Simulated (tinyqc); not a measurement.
Inside a calculation. Method: Hueckel theory of the pi electrons, for the molecule C=C (SMILES; centres numbered as the heavy atoms are written). One step of it, computed by the program tinyqc.

Question. Energy, charges, bond orders. E = sum n x; q_r = z_r - P_rr; bond order p = P_rs; free valence = sqrt(3) - sum of p over the bonds of the atom.

x values: 1.000000  -1.000000

occupations: 2.000000  0.000000

charge and bond-order matrix P:
```
,1C,2C
1C,1.000000,1.000000
2C,1.000000,1.000000
```

Centres:
```
centre,"z_r, pi electrons of the neutral centre",h
1C,1,0.000000
2C,1,0.000000
```

Bonds:
```
i,j,k
1,2,1
```

Give: pi energy = 2 alpha + this times beta; pi charges; Bond orders and lengths from R = 1.517 - 0.180 p; free valence of the carbons; gap between the highest filled and the next level.

Answer.

pi energy = 2 alpha + this times beta = 2.0000

pi charges: 1C 0.0000, 2C 0.0000

Bond orders and lengths from R = 1.517 - 0.180 p (angstrom, C-C alone):
```
bond,p,R
1-2,1.0000,1.3370
```

free valence of the carbons: 1C 0.7321, 2C 0.7321

gap between the highest filled and the next level = 2.0000 |beta|
